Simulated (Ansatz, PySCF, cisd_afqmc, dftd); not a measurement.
Species: CH₂Cl, charge 0, doublet. CH2Cl (SMILES [CH2]Cl, doublet).
B3LYP-D3(BJ)/def2-TZVP minimum from Ansatz (a program for electronic structure):
```xyz
4

C      0.0123    -0.2448    -1.0869
Cl    -0.0064     0.1282     0.5693
H      0.9694    -0.3350    -1.5718
H     -0.9338    -0.3757    -1.5841
```
Charge 0, spin multiplicity 2.

Wanted: enthalpy of formation at 298 K (by atomisation, with ideal-gas terms from PySCF's Hessian at B3LYP-D3(BJ)/def2-TZVP and the atoms' measured values of the G2/97 table; no spin-orbit terms), in kcal/mol. Open shells are spin-unrestricted; no spin-orbit coupling. Cores are frozen in correlated methods. Rows without X2C or -DK are non-relativistic. AFQMC/CISD: phaseless, guided by CISD from CCSD amplitudes; bars are statistical, one sigma. Outlying blocks are dropped, and bars are widened where a walk drifts. Over all cases where full CI ran beside it in this data, AFQMC minus full CI had a median of +0.1 mEh and passed +0.4 mEh in a tenth of the cases. CBS(X,Y): correlation extrapolated as X^-3, Hartree-Fock from the larger set (Q,5: extrapolated as (X+1)exp(-9√X)). A bracket is a step between two methods taken in the basis named. The functionals are non-relativistic, so their misses hold any scalar relativity. 'core' is core correlation in cc-pwCVTZ (1s frozen past Ne), 'X2C' scalar relativity in cc-pVTZ-DK, both at CCSD(T). For partners of very few electrons the exact lower level stands in for a higher one.

```tsv
level	program	enthalpy of formation at 298 K (kcal/mol)	difference against the last row
HF/aug-cc-pV(D+d)Z	Ansatz	106.1	79.8
HF/cc-pV(T+d)Z	Ansatz	102.2	75.9
CAM-B3LYP-D3(BJ)/def2-TZVPD	Ansatz + dftd3	25.7	-0.6
CAM-B3LYP/def2-TZVPD	Ansatz	26.5	0.2
wB97X-V/def2-TZVPD	Ansatz	26.3	0.0
MP2/cc-pV(T+d)Z	Ansatz	32.1	5.8
MP2/aug-cc-pV(Q+d)Z	Ansatz	26.3	0.0
MP2/CBS(aug-cc-pV(T+d)Z,aug-cc-pV(Q+d)Z)	Ansatz	23.7	-2.6
CCSD/aug-cc-pV(Q+d)Z	Ansatz	34.4	8.1
CCSD/CBS(aug-cc-pV(T+d)Z,aug-cc-pV(Q+d)Z)	Ansatz	32.1	5.8
CCSD(T)/cc-pV(D+d)Z	Ansatz	51.1	24.8
CCSDT(Q)/cc-pV(D+d)Z	Ansatz	50.8	24.5
AFQMC/CISD/cc-pV(D+d)Z	cisd_afqmc	50.5 ± 0.2	24.2
CCSD(T)/CBS(cc-pV(Q+d)Z,cc-pV(5+d)Z) + [CCSDT(Q) - CCSD(T)]/cc-pV(T+d)Z + core + X2C	Ansatz	26.3	0.0
```
